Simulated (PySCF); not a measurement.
Species: oxazole, `C1=COC=N1`. The columns A, B, C and D hold Mulliken, IAO, Hirshfeld and ESP-fitted charges (e) of one PBE0/pcSseg-1 density (PySCF), in a shuffled order. Coordinates in Å (PBE0-D3(BJ)/def2-SVP); the density's dipole moment is (-0.76, 0.71, -1.25) D.

```csv
atom,x,y,z,A,B,C,D
C1,-0.708,-0.067,0.739,-0.035,+0.165,-0.103,-0.009
C2,-0.755,0.431,-0.525,+0.001,-0.231,-0.025,+0.080
O3,0.473,0.267,-1.075,-0.066,-0.191,-0.240,-0.355
C4,1.203,-0.323,-0.114,+0.085,+0.420,+0.149,+0.302
N5,0.562,-0.547,0.982,-0.198,-0.557,-0.311,-0.396
H6,-1.499,-0.112,1.485,+0.064,+0.107,+0.171,+0.117
H7,-1.517,0.900,-1.141,+0.071,+0.213,+0.180,+0.123
H8,2.241,-0.549,-0.351,+0.078,+0.074,+0.180,+0.139
```

**Question.** Which column most likely holds the ESP-fitted charges?

**Answer.** B. Σ q r misses the density's dipole by 0.02 D (B), 0.62 D (C), 0.75 D (A), 0.81 D (D). Charges fitted to the outside potential are the only set here that is tied to the molecule's multipoles.

**Question.** And the Hirshfeld charges?

**Answer.** A. The mean sizes are 0.075 e (A), 0.170 e (C), 0.190 e (D), 0.245 e (B), and Hirshfeld charges are commonly the smallest of these schemes.

As computed, A = Hirshfeld, B = ESP-fitted, C = IAO, D = Mulliken. Hydrogens on carbon: Hirshfeld +0.06 to +0.08, ESP-fitted +0.07 to +0.21, IAO +0.17 to +0.18, Mulliken +0.12 to +0.14 e.

The Mulliken scheme gives each basis function's population to the atom it is centred on and halves the overlap population of two atoms between them. The IAO scheme projects the occupied orbitals on a minimal set of polarised atomic orbitals and counts the electrons in each atom's part of it.

Isolated species at its PBE0-D3(BJ)/def2-SVP geometry, gas phase.
